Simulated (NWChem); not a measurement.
CHO (+1) in NWChem

```xyz
3

C      0.0000     0.0000    -0.5219
O      0.0000     0.0000     0.5966
H      0.0000     0.0000    -1.6409
```
Charge +1, spin multiplicity 1.

Everything below was run with NWChem. Structure: optimised with PBE/def2-SVP, a minimum by its harmonic frequencies.

Static limit. This basis has no diffuse functions, which lowers polarisabilities.

B3LYP has NWChem's definition, with VWN1-RPA local correlation. The Pople sets run with spherical d functions. The structure started from a generated list of species.

Task: Give the polarisability tensor in bohr³ at B3LYP/6-31G* (spherical d), VWN1-RPA local correlation, in the frame of the coordinates, and its isotropic mean.

Result: 
```
 5.71   0.00   0.00
 0.00   5.71   0.00
 0.00   0.00  13.52
```
Mean (one third of the trace): 8.31 bohr³.
